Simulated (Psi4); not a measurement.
**AlH3 (SMILES [AlH3]): levels of theory compared**

We compute a comparison of 3 runs (HF/3-21G, B3LYP/6-31G*, CCSD(T)/aug-cc-pV(T+d)Z) of AlH3. The job is set up through a Python script.

The results are computed with Psi4 1.11.

2 further runs of the same task are left out: 1 that didn't finish, 1 set aside as unsound or not needed.

### 1 Starting point

The species is AlH3 (4 atoms), meant as a singlet with charge 0. As SMILES, `[AlH3]`. The coordinates come from a PBE0-D4/def2-TZVP relaxation.

Bond lengths: Al1–H2 1.586 Å, Al1–H3 1.586 Å, Al1–H4 1.586 Å. Angles: H2–Al1–H3 120.0°, H2–Al1–H4 120.0°, H3–Al1–H4 120.0°.

### 2 The energy at HF/3-21G (run 1)

Input file alh3.xyz:

```xyz
4
AlH3
Al     0.013700    -0.014800    -0.005100
H      0.633200     0.670900     1.283600
H     -1.340800    -0.832000     0.105100
H      0.749400     0.115700    -1.403900
```

Input file calc.py:

```python
import psi4

psi4.set_memory(1600000000)
psi4.set_num_threads(1)
psi4.core.set_output_file('run.log', False)

with open('alh3.xyz') as f:
    atoms = ''.join(f.readlines()[2:])
m = psi4.geometry('0 1\n' + atoms + 'symmetry c1')

psi4.set_options({
    'basis': '3-21G',
    'puream': True,
    'e_convergence': 1e-09,
    'd_convergence': 1e-08,
    'scf_type': 'pk',
})

E, wfn = psi4.energy("hf", return_wfn=True)
psi4.oeprop(wfn, "LOWDIN_CHARGES", "DIPOLE", "QUADRUPOLE")
print('E =', round(E, 9))
```

Launch:

```
$ python calc.py
```

run.log:

```text
[...]
  Running in c1 symmetry.
[...]
  Nuclear repulsion =   13.592190814956911
[...]
  Multiplicity = 1
[...]
  Nalpha       = 8
  Nbeta        = 8
[...]
    Number of basis functions: 19
[...]
   @RHF iter   1:  -242.28264781718585   -6.63903e-01   1.90132e-03 ADIIS/DIIS
[...]
   @RHF iter   7:  -242.28395830702630   -1.87583e-12   4.99691e-09 DIIS
[...]
    Orbital Energies [Eh]
    ---------------------
    Doubly Occupied:
       1A    -58.057019     2A     -4.869892     3A     -3.173364
       4A     -3.172142     5A     -3.172142     6A     -0.574270
       7A     -0.427337     8A     -0.427323
[...]
  @RHF Final Energy:  -242.28395830702630
   => Energetics <=
    Nuclear Repulsion Energy =             13.5921908149569113
    One-Electron Energy =                -364.0053197425878579
    Two-Electron Energy =                 108.1291706206046683
    Total Energy =                       -242.2839583070262961
[...]
 Multipole Moments:
 ------------------------------------------------------------------------------------
     Multipole            Electronic (a.u.)      Nuclear  (a.u.)        Total (a.u.)
 ------------------------------------------------------------------------------------
 L = 1.  Multiply by 2.5417464519 to convert [e a0] to [Debye]
 Dipole X            :         -0.0011470            0.0006119           -0.0005351
 Dipole Y            :          0.0016324           -0.0008742            0.0007583
 Dipole Z            :         -0.0001522            0.0000874           -0.0000648
 Magnitude           :                                                    0.0009303
 L = 2.  Multiply by 1.3450342976 to convert [e a0^2] to [Debye ang]
 Quadrupole XX       :        -22.6565390            9.8550853          -12.8014536
 Quadrupole XY       :         -8.3079395            5.8126131           -2.4953264
[...]
```

On the terminal:

```text
E = -242.283958307
```

It took 1.5 s on 1 thread of Intel Xeon Platinum 8375C at 2.90GHz (Ice Lake), shared host; peak memory 0.18 GiB.

### 3 Energy and gradient at B3LYP/6-31G(d) (spherical functions) (run 2)

Input file calc.py:

```python
import psi4

psi4.set_memory(1600000000)
psi4.set_num_threads(1)
psi4.set_output_file('psi4.out', False)

geom = psi4.geometry("""
0 1
Al     0.013700    -0.014800    -0.005100
H      0.633200     0.670900     1.283600
H     -1.340800    -0.832000     0.105100
H      0.749400     0.115700    -1.403900
symmetry c1
no_reorient
no_com
""")

psi4.set_options({
    'basis': '6-31G*',
    'puream': True,
    'e_convergence': 1e-09,
    'd_convergence': 1e-08,
    'scf_type': 'pk',
    'dft_radial_points': 99,
    'dft_spherical_points': 590,
})

energy_value, wavefunction = psi4.gradient('b3lyp', return_wfn=True)
psi4.oeprop(wavefunction, 'LOWDIN_CHARGES', 'MULLIKEN_CHARGES', 'WIBERG_LOWDIN_INDICES')
print('gradient / Eh bohr^-1')
print(energy_value.np.round(6))
print(f'energy = {wavefunction.energy():.10f} Eh')
```

Launch:

```
$ python calc.py
```

psi4.out:

```text
[...]
  Running in c1 symmetry.
[...]
  Nuclear repulsion =   13.592190814956911
[...]
  Multiplicity = 1
[...]
  Nalpha       = 8
  Nbeta        = 8
[...]
    Number of basis functions: 24
[...]
   @RKS iter   1:  -244.18402735455376   -4.32939e-01   5.73815e-03 DIIS/ADIIS
[...]
   @RKS iter   7:  -244.20319573983619    0.00000e+00   1.34325e-09 DIIS
[...]
    Orbital Energies [Eh]
    ---------------------
    Doubly Occupied:
       1A    -56.040186     2A     -4.139654     3A     -2.697522
       4A     -2.688751     5A     -2.688751     6A     -0.423267
       7A     -0.307196     8A     -0.307185
[...]
  @RKS Final Energy:  -244.20319573983619
   => Energetics <=
    Nuclear Repulsion Energy =             13.5921908149569113
    One-Electron Energy =                -365.6364654246093551
    Two-Electron Energy =                 123.7679978358968782
    DFT Exchange-Correlation Energy =     -15.9269189660806294
    Empirical Dispersion Energy =           0.0000000000000000
    VV10 Nonlocal Energy =                  0.0000000000000000
    Total Energy =                       -244.2031957398361897
[...]
  -Total Gradient:
     Atom            X                  Y                   Z
    ------   -----------------  -----------------  -----------------
       1       -0.000034463635     0.000027704796     0.000010861586
       2       -0.000378087080    -0.000437711982    -0.000801030079
       3        0.000856952164     0.000501494894    -0.000068376242
       4       -0.000444361846    -0.000091479340     0.000858466668
[...]
```

On the terminal:

```text
gradient / Eh bohr^-1
[[-3.40e-05  2.80e-05  1.10e-05]
 [-3.78e-04 -4.38e-04 -8.01e-04]
 [ 8.57e-04  5.01e-04 -6.80e-05]
 [-4.44e-04 -9.10e-05  8.58e-04]]
energy = -244.2031957398 Eh
```

Wall time 4.2 s (1 thread of Intel Xeon Platinum 8375C at 2.90GHz (Ice Lake), shared host); peak memory 0.37 GiB.

### 4 A single-point energy at CCSD(T)/aug-cc-pV(T+d)Z (density fitting, density fitting for correlation) (run 3)

Input file run.py:

```python
import psi4

psi4.set_memory(1600000000)
psi4.set_num_threads(1)
psi4.core.set_output_file('psi4.out', False)

m = psi4.geometry("""
0 1
Al     0.013700    -0.014800    -0.005100
H      0.633200     0.670900     1.283600
H     -1.340800    -0.832000     0.105100
H      0.749400     0.115700    -1.403900
no_reorient
no_com
""")

psi4.set_options({
    'reference': 'rhf',
    'scf_type': 'df',
    'freeze_core': True,
    'cc_type': 'df',
})

e = psi4.energy('ccsd(t)/aug-cc-pV(T+d)Z')
print('E =', round(e, 9))
for k, v in sorted(psi4.core.scalar_variables().items()):
    print(f'{k:45s} {v:18.10f}')
```

Launch:

```
$ python run.py
```

psi4.out:

```text
[...]
  Running in c1 symmetry.
[...]
  Nuclear repulsion =   13.592190814956911
[...]
  Multiplicity = 1
[...]
  Nalpha       = 8
  Nbeta        = 8
[...]
    Number of basis functions: 124
[...]
   @DF-RHF iter   1:  -243.63841889730088   -6.33584e-01   8.59766e-04 DIIS/ADIIS
[...]
   @DF-RHF iter   7:  -243.64611835974446   -2.49855e-10   9.85534e-09 DIIS
[...]
    Orbital Energies [Eh]
    ---------------------
    Doubly Occupied:
       1A    -58.475187     2A     -4.890623     3A     -3.205851
       4A     -3.203010     5A     -3.203009     6A     -0.568800
       7A     -0.431644     8A     -0.431630
[...]
  @DF-RHF Final Energy:  -243.64611835974446
   => Energetics <=
    Nuclear Repulsion Energy =             13.5921908149569113
    One-Electron Energy =                -365.6571111395777507
    Two-Electron Energy =                 108.4188019648763941
    Total Energy =                       -243.6461183597444631
[...]
 Multipole Moments:
 ------------------------------------------------------------------------------------
     Multipole            Electronic (a.u.)      Nuclear  (a.u.)        Total (a.u.)
 ------------------------------------------------------------------------------------
 L = 1.  Multiply by 2.5417464519 to convert [e a0] to [Debye]
 Dipole X            :         -0.4160385            0.4155508           -0.0004877
 Dipole Y            :          0.4500574           -0.4493769            0.0006805
 Dipole Z            :          0.1539596           -0.1540127           -0.0000531
 Magnitude           :                                                    0.0008389
[...]
      * MP2 total energy:                  -243.741881590416
[...]
      * CCSD total energy:                 -243.765182733487
[...]
      * CCSD(T) total energy                -243.766842061480
[...]
```

Standard output:

```text
E = -243.766842061
(T) CORRECTION ENERGY                              -0.0016593280
CC D1 DIAGNOSTIC                                    0.0145053828
CC T1 DIAGNOSTIC                                    0.0082456541
CCSD CORRELATION ENERGY                            -0.1190643737
CCSD DOUBLES ENERGY                                -0.1190643737
CCSD ITERATIONS                                    13.0000000000
CCSD OPPOSITE-SPIN CORRELATION ENERGY              -0.1134655127
CCSD SAME-SPIN CORRELATION ENERGY                  -0.0055988610
CCSD SINGLES ENERGY                                 0.0000000000
CCSD TOTAL ENERGY                                -243.7651827335
CCSD(T) CORRELATION ENERGY                         -0.1207237017
CCSD(T) TOTAL ENERGY                             -243.7668420615
CURRENT CORRELATION ENERGY                         -0.1207237017
CURRENT ENERGY                                   -243.7668420615
CURRENT REFERENCE ENERGY                         -243.6461183597
DD SOLVATION ENERGY                                 0.0000000000
HF KINETIC ENERGY                                 243.6436952162
HF POTENTIAL ENERGY                              -487.2898135759
HF TOTAL ENERGY                                  -243.6461183597
HF VIRIAL RATIO                                     2.0000099454
MP2 CORRELATION ENERGY                             -0.0957632307
MP2 DOUBLES ENERGY                                 -0.0957632307
MP2 OPPOSITE-SPIN CORRELATION ENERGY               -0.0910188218
MP2 SAME-SPIN CORRELATION ENERGY                   -0.0047444089
MP2 SINGLES ENERGY                                  0.0000000000
MP2 TOTAL ENERGY                                 -243.7418815904
NAUX (CC)                                         285.0000000000
NAUX (SCF)                                        284.0000000000
NUCLEAR REPULSION ENERGY                           13.5921908150
ONE-ELECTRON ENERGY                              -365.6571111396
PCM POLARIZATION ENERGY                             0.0000000000
PE ENERGY                                           0.0000000000
SCF ITERATION ENERGY                             -243.6461183597
SCF ITERATIONS                                      7.0000000000
SCF TOTAL ENERGY                                 -243.6461183597
TWO-ELECTRON ENERGY                               108.4188019649
```

Run time: 24 s. Hardware: 1 thread of Intel Xeon Platinum 8375C at 2.90GHz (Ice Lake), shared host; peak memory 0.45 GiB.

### 5 Overview of the runs

| run | level | task | integration grid | energy (Eh) | dipole moment (D) | HOMO energy (eV) | LUMO energy (eV) | wall time |
| --- | --- | --- | --- | --- | --- | --- | --- | --- |
| 1 | HF/3-21G | energy | – | -242.283958 | 0.00 | -11.63 | 0.85 | 1.5 s |
| 2 | B3LYP/6-31G* (spherical functions) | gradient | 99 radial × 590 angular | -244.203196 | 0.00 | -8.36 | -1.93 | 4.2 s |
| 3 | CCSD(T)/aug-cc-pV(T+d)Z (density fitting, density fitting for correlation) | energy | – | -243.766842 | – | -11.75 | 0.38 | 24 s |

### 6 Outcome

```
                                          quantity          value
                               run 3: total energy  -243.76684 Eh
        run 3: HOMO energy (Hartree–Fock orbitals)      -11.75 eV
        run 3: LUMO energy (Hartree–Fock orbitals)        0.38 eV
      run 3: HOMO–LUMO gap (Hartree–Fock orbitals)       12.13 eV
run 3: correlation energy (5 core orbitals frozen)     -120.7 mEh
                             run 3: (T) correction      -1.66 mEh
                              run 3: T1 diagnostic          0.008
```

All runs together took 30 s, the longest 24 s.
